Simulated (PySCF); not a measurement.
Molecule: `C1N(C)C1`, C$_{3}$H$_{7}$N.

Geometry:
```tsv
atom	x (Å)	y (Å)	z (Å)
C1	1.399	0.168	0.049
N2	0.117	0.309	-0.589
C3	-1.036	0.457	0.260
C4	-0.798	-0.799	-0.495
H5	2.099	-0.343	-0.631
H6	1.361	-0.410	0.999
H7	1.814	1.162	0.274
H8	-0.886	0.416	1.348
H9	-1.797	1.174	-0.067
H10	-0.489	-1.677	0.089
H11	-1.378	-1.033	-1.395
```

Geometry PBE0-D3(BJ)/def2-SVP throughout; GIAO in PySCF 2.14, gas phase, one conformer, non-relativistic; equivalent atoms averaged; functional PBE0.

For orientation, pcSseg-1 gives these absolute shieldings σ: C1 136.1, C3/C4 156.6, N2 246.7, H5/H6/H7 29.17, H8/H9/H10/H11 30.21 ppm.

A run gave: C1 138.6, C3/C4 159.4, N2 247.7, H5/H6/H7 29.34, H8/H9/H10/H11 30.34 ppm (absolute shieldings σ).

Q: Which basis set was used in that run?
A. IGLO-III
B. STO-3G
C. aug-cc-pVDZ
D. def2-SVP
E. def2-TZVP

A: E. C1 tells them apart best: def2-TZVP gives 138.6, aug-cc-pVDZ gives 149.8, IGLO-III gives 134.9, STO-3G gives 193.3, def2-SVP gives 149.2 ppm.
